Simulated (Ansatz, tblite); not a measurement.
# SiH2: spin states and exact exchange

Aim: set other spin states of SiH2 against its singlet, on many levels of theory.

Computed with Ansatz 0.2.0, Gaussian basis. Level: as each input shows.

Levels to be run: triplet, at the geometry of the singlet (GFN1-xTB, GFN2-xTB, PBE0-D4/def2-TZVP, PBE-D4/def2-TZVP, r2SCAN-D4/def2-TZVP); the singlet's energies come from earlier runs.

## (1) The geometry

The singlet was relaxed beforehand with r2SCAN-D4/def2-TZVP.

3 atoms, charge 0, spin multiplicity 1.

Bond lengths: Si1–H2 1.525 Å, Si1–H3 1.525 Å. Angles: H2–Si1–H3 90.8°.

## (2) Triplet at the fixed geometry, GFN1-xTB

Tight binding, by tblite at 300 K electronic temperature and without a spin-polarisation term:

```python
tblite.interface.Calculator('GFN1-xTB', numbers, positions, charge=0, uhf=2).singlepoint()
```

Energy -74.2983 eV; 0.001 s.

## (3) Triplet at the fixed geometry, GFN2-xTB

Tight binding, by tblite at 300 K electronic temperature and without a spin-polarisation term:

```python
tblite.interface.Calculator('GFN2-xTB', numbers, positions, charge=0, uhf=2).singlepoint()
```

Energy -70.5649 eV; 0.001 s.

## (4) Triplet at the fixed geometry, PBE0-D4/def2-TZVP

The input, in.yaml:

```yaml
crystal:
  periodic: [false, false, false]
  atoms:
    - {symbol: Si, position_ang: [0.005873, -0.008885, -0.713619]}
    - {symbol: H, position_ang: [1.082244, -0.019050, 0.366034]}
    - {symbol: H, position_ang: [-1.088118, 0.027935, 0.347585]}
basis:
  gaussian: {orbitals: def2-TZVP}
magnetization: {spin_polarized: true, initial_magnetization: 2}
hamiltonian: {xc: pbe0, dispersion: d4}
scf: {omitted_lower_state_checks: [starts]}
output: {orbitals: {seedname: orbitals}}
```

Started as:

```sh
> ansatz run in.yaml --threads 4 --pin off --events-out ev --progress --plain --max-ram 3916MiB
```

Log:

```text
Functional definition: PBE0
  name "PBE0"
  cite "Adamo & Barone, J. Chem. Phys. 110, 6158 (1999) doi:10.1063/1.478522"
  cite "Perdew, Burke & Ernzerhof, Phys. Rev. Lett. 77, 3865 (1996) doi:10.1103/PhysRevLett.77.3865"
  parent pbe
  parameter a = 0.25
  parameter kappa = 0.804
  parameter beta = 0.06672455060314922
  exchange = (1 - a)*pbe_x(kappa = kappa, mu = beta*pi^2/3) + a*exact_x
  correlation = pbe_c(beta = beta)
these checks for a lower state are left out or cut short: starts
356 factors; their error is unknown
mean field evaluation 1: about -7902.8134 eV, gradient 8.4e0 eV
mean field evaluation 2: about -7903.1700 eV, gradient 5.6e0 eV
mean field evaluation 4: about -7903.4340 eV, gradient 3.3e-1 eV
mean field evaluation 8: about -7903.4687 eV, gradient 8.1e-3 eV
mean field -7903.46865814 eV, -290.4471160231 hartree, gradient 3.2e-5 eV, S^2 2.002963; 0 other end points of the search recorded, 0 dependent functions left out
reference -7903.46868091 eV, -290.4471168598 hartree; 9, 7 occupied and 40, 42 virtual orbitals, 356 factors
Total energy: -7903.48709226 eV, -290.4477934646 hartree
Checks for a lower state left out: starts
```

Wall time 0.25 s (4 threads of Arm Neoverse V2, shared host).

HOMO -5.81 eV, LUMO -4.13 eV (over both spins); ⟨S²⟩ 2.003 (pure: 2.00).

## (5) Triplet at the fixed geometry, PBE-D4/def2-TZVP

start.molden holds the orbitals of an earlier run on this state, given as this run's starting guess.

Changes to in.yaml since step 4:

```diff
@@ -7,5 +7,5 @@
 basis:
-  gaussian: {orbitals: def2-TZVP}
+  gaussian: {orbitals: def2-TZVP, initial_orbitals: start.molden}
 magnetization: {spin_polarized: true, initial_magnetization: 2}
-hamiltonian: {xc: pbe0, dispersion: d4}
+hamiltonian: {xc: pbe, dispersion: d4}
 scf: {omitted_lower_state_checks: [starts]}
```

The command is unchanged.

Log:

```text
Functional definition: PBE
  name "PBE"
  cite "Perdew, Burke & Ernzerhof, Phys. Rev. Lett. 77, 3865 (1996) doi:10.1103/PhysRevLett.77.3865"
  parent pbe
  parameter kappa = 0.804
  parameter beta = 0.06672455060314922
  exchange = pbe_x(kappa = kappa, mu = beta*pi^2/3)
  correlation = pbe_c(beta = beta)
these checks for a lower state are left out or cut short: starts
340 factors; their error is unknown
mean field evaluation 1: about -7902.6507 eV, gradient 4.2e0 eV
mean field evaluation 2: about -7902.6776 eV, gradient 4.0e-2 eV
mean field evaluation 4: about -7902.6721 eV, gradient 6.8e-5 eV
mean field -7902.67213412 eV, -290.4178443053 hartree, gradient 8.8e-5 eV, S^2 2.002962; 0 other end points of the search recorded, 0 dependent functions left out
reference -7902.67216432 eV, -290.4178454151 hartree; 9, 7 occupied and 40, 42 virtual orbitals, 340 factors
Total energy: -7902.69476400 eV, -290.4186759381 hartree
Checks for a lower state left out: starts
```

Wall time 0.2 s (4 threads of Arm Neoverse V2, shared host).

Report: HOMO -4.76 eV, LUMO -5.11 eV (over both spins; with the spin held, an empty level of the minority spin lies below the top filled one); ⟨S²⟩ 2.003 (pure: 2.00).

## (6) Triplet at the fixed geometry, r2SCAN-D4/def2-TZVP

Changes to in.yaml since step 5:

```diff
@@ -9,3 +9,3 @@
 magnetization: {spin_polarized: true, initial_magnetization: 2}
-hamiltonian: {xc: pbe, dispersion: d4}
+hamiltonian: {xc: r2scan, dispersion: d4}
 scf: {omitted_lower_state_checks: [starts]}
```

Launched as before.

Log:

```text
Functional definition: r2SCAN
  name "r2SCAN"
  cite "Furness, Kaplan, Ning, Perdew & Sun, J. Phys. Chem. Lett. 11, 8208 (2020) doi:10.1021/acs.jpclett.0c02405"
  cite "Furness, Kaplan, Ning, Perdew & Sun, J. Phys. Chem. Lett. 11, 9248 (2020) doi:10.1021/acs.jpclett.0c03077"
  parent r2scan
  parameter k0 = 0.174
  parameter k1 = 0.065
  parameter a1 = 4.9479
  exchange = r2scan_x(k0 = k0, k1 = k1, a1 = a1)
  correlation = r2scan_c
these checks for a lower state are left out or cut short: starts
340 factors; their error is unknown
mean field evaluation 1: about -7906.1418 eV, gradient 3.0e0 eV
mean field evaluation 2: about -7906.1560 eV, gradient 2.7e-2 eV
mean field evaluation 4: about -7906.1504 eV, gradient 5.7e-5 eV
mean field evaluation 8: about -7906.1504 eV, gradient 1.7e-5 eV
mean field -7906.15039066 eV, -290.5456678754 hartree, gradient 1.7e-5 eV, S^2 2.005215; 0 other end points of the search recorded, 0 dependent functions left out
reference -7906.15040207 eV, -290.5456682948 hartree; 9, 7 occupied and 40, 42 virtual orbitals, 340 factors
Total energy: -7906.15529711 eV, -290.5458481842 hartree
Checks for a lower state left out: starts
```

Wall time 0.6 s (4 threads of Arm Neoverse V2, shared host).

HOMO -5.12 eV, LUMO -4.58 eV (over both spins); ⟨S²⟩ 2.005 (pure: 2.00).

## (7) Triplet less singlet, vertical

The singlet's energies are those of its earlier runs, whose logs aren't repeated here.

```csv
level,"triplet less singlet, vertical (kJ/mol)",time
GFN1-xTB,+261.6,0.003 s
GFN2-xTB,+197.5,0.002 s
PBE-D4/def2-TZVP,+105.0,0.35 s
r2SCAN-D4/def2-TZVP,+85.0,1.1 s
PBE0-D4/def2-TZVP,+102.3,0.45 s
```

Times add the two runs; a level without a time comes out of a correlated run. Tight binding without a spin term can't rank spin states.

## (8) What came out

| quantity | value |
| --- | --- |
| triplet less singlet, vertical, functionals in def2-TZVP | +85.0 (r2SCAN-D4) to +105.0 kJ/mol (PBE-D4) |

In words: All functionals put the triplet above the singlet, over a spread of 20.0 kJ/mol. The checks for a lower triplet were left out, so another state of that spin may lie lower. These are electronic energies, without zero-point motion, entropy or surroundings.
